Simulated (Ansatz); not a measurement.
Input file:

```yaml
crystal:
  periodic: [false, false, false]
  atoms:
    - {symbol: B, position_ang: [-2.051191, 0.000000, 0.000000]}
    - {symbol: H, position_ang: [-2.647924, 1.033571, 0.000000]}
    - {symbol: H, position_ang: [-2.647924, -1.033571, 0.000000]}
    - {symbol: H, position_ang: [-0.941191, 0.000000, 0.000000]}
    - {symbol: Cl, position_ang: [0.802809, 0.000000, 0.000000]}
basis:
  gaussian: {orbitals: cc-pVDZ}
magnetization: {spin_polarized: false, initial_magnetization: 1}
correlation: {method: sc_nevpt2, electrons: valence, active_space: {window: {electrons: 1, orbitals: 4}}}
```

```sh
$ ansatz run in.yaml --threads 1 --pin off --events-out ev --progress --plain --max-ram 2393MiB
```

Task: Roughly how long does this take on 1 thread of Arm Neoverse V1, shared host, and how much host memory?

Result: 1 s wall and 0.19 GiB.

```
457 factors; integrals over basis functions are off by at most 1.1e-3 eV
mean field evaluation 1: about -13218.2955 eV, gradient 1.3e1 eV
mean field evaluation 2: about -13218.3191 eV, gradient 1.3e1 eV
mean field evaluation 4: about -13219.9511 eV, gradient 2.5e0 eV
mean field evaluation 8: about -13220.0867 eV, gradient 8.1e-2 eV
mean field evaluation 16: about -13219.9918 eV, gradient 1.7e0 eV
mean field evaluation 32: about -13218.9621 eV, gradient 4.4e-1 eV
mean field -13220.08679627 eV, -485.8292288664 hartree, gradient 1.6e-6 eV, S^2 0.750000; 7 other end points of the search recorded, 0 dependent functions left out
reference -13220.08679627 eV, -485.8292288664 hartree; 13, 12 occupied and 34, 35 virtual orbitals, 457 factors
state -13220.08679627 eV, -485.8292288664 hartree
state -13220.08679627 eV, -485.8292288664 hartree; corrected -13226.06278126 eV, -486.0488422639 hartree
WARN: 3 active orbitals are nearly empty or full. The corrections depend on them more than the energy does, and are more stable in an active space without them
Total energy: -13226.06278126 eV, -486.0488422639 hartree
```

Natural occupations: 1.0000 0.0000 0.0000 0.0000.
